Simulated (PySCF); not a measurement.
Orbital picture of BN

r²SCAN at R = 1.317 Å; PySCF, no relativity, basis sets B def2-TZVPPD, N def2-TZVPPD. State: ³Π (triplet), unpaired electrons σ ↑, π ↑. Only the outer orbitals are listed, counted within each symmetry.

| spin | orbital | occ. | ε (eV) | on B (%) | main shells (%) |
| --- | --- | --- | --- | --- | --- |
| α | 3σ | 1 | -22.22 | 32 | 63 N s, 18 B s, 12 B p |
| α | 4σ | 1 | -10.41 | 56 | 53 B s, 28 N p, 17 N s |
| α | 1π | 1 | -9.55 | 29 | 71 N p, 27 B p |
| α | 5σ | 1 | -8.13 | 53 | 41 B p, 31 N p, 16 N s |
| α | 1π | 1 | -8.08 | 35 | 64 N p, 34 B p |
| α | 2π | 0 | -2.02 | 77 | 70 B p, 22 N p |
| α | 2π | 0 | -1.25 | 71 | 61 B p, 26 N p, 10 B d |
| β | 3σ | 1 | -20.30 | 32 | 63 N s, 18 B s, 13 B p |
| β | 4σ | 1 | -8.81 | 23 | 51 N p, 26 N s, 24 B s |
| β | 1π | 1 | -7.62 | 32 | 68 N p, 29 B p |
| β | 1π | 0 | -6.01 | 38 | 62 N p, 35 B p |
| β | 5σ | 0 | -4.48 | 88 | 51 B s, 36 B p, 9 N p |
| β | 2π | 0 | -0.02 | 75 | 69 B p, 22 N p |

**Question.** Which are the highest filled and the lowest empty level, where do they sit, and how wide is the gap?

**Answer.** Highest filled β 1π at -7.62 eV (in %: 68 N p, 29 B p); lowest empty β 1π at -6.01 eV (in %: 62 N p, 35 B p); the gap at r²SCAN is 1.61 eV. Both belong to one degenerate shell, split only by its one-sided filling, so this is no excitation gap.

| Item | Value |
| --- | --- |
| bond order (Mayer) | 2.27 |
| ⟨S²⟩ | 2.007 |
| charge on B (Mulliken, basis-dependent) | 0.08 |
| charge on B (Löwdin, basis-dependent) | -0.04 |
| dipole moment (positive dipole means B(−)N(+)) | -2.13 D |

The state is the lowest determinant that a PBE0 search found; another state may lie lower at other levels.
